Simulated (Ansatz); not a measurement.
| atom | x (Å) | y (Å) | z (Å) |
| --- | --- | --- | --- |
| C | -1.4857 | -0.4482 | 0.0000 |
| C | -0.5050 | 0.7017 | 0.0000 |
| N | 1.8652 | -0.3402 | -0.0001 |
| H | -1.3542 | -1.0765 | -0.8805 |
| H | -1.3542 | -1.0766 | 0.8804 |
| H | -2.5170 | -0.0862 | 0.0000 |
| H | -0.5222 | 1.3161 | -0.8972 |
| H | -0.5222 | 1.3160 | 0.8973 |
| H | 0.6651 | 0.1480 | 0.0000 |
| H | 2.2466 | 0.1597 | -0.8048 |
| H | 2.2464 | 0.1591 | 0.8052 |

Basis set: pcseg-2 (spherical functions). Charge 0, multiplicity 2.

Computed with Ansatz (development build ahead of 0.2.0); each method stands on the lowest determinant of its kind that the runs found.

Problem. Give the atomization energy at this shape (free ground-state atoms in the same class of orbitals less the molecule, no zero-point energy) of doublet C₂H₈N by UHF, ROHF.

Solution.

| method | atomization energy |
| --- | --- |
| UHF | 27.74 eV |
| ROHF | 27.72 eV |

The shape needn't be a minimum at these levels.
